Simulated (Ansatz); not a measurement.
System: CH2O2, charge 1, multiplicity 2. 
Structure (B3LYP-D3(BJ)/def2-TZVP (Ansatz, an electronic-structure program) minimum search):
```
C
O 1 1.2502
O 1 1.2701 2 125.68
H 3 0.9835 1 116.12 2 0.00
H 1 1.1046 2 115.81 3 -180.00
```
Charge +1, spin multiplicity 2.

Basis-set convergence of Hartree-Fock and MP2 correlation energies (hartree) with Ansatz. Valence correlation only, unless marked. Open shells are spin-unrestricted. Spin-orbit coupling is left out. Non-relativistic.

| basis | functions | E(HF) | E(corr, MP2) |
|---|---|---|---|
| aug-cc-pVDZ | 87 | -188.44332 | -0.46115 |
| aug-cc-pVTZ | 184 | (withheld) | (withheld) |

Problem. Some entries are withheld; supply them.

Solution. 
- aug-cc-pVTZ, E(HF): -188.49157
- aug-cc-pVTZ, E(corr, MP2): -0.56778
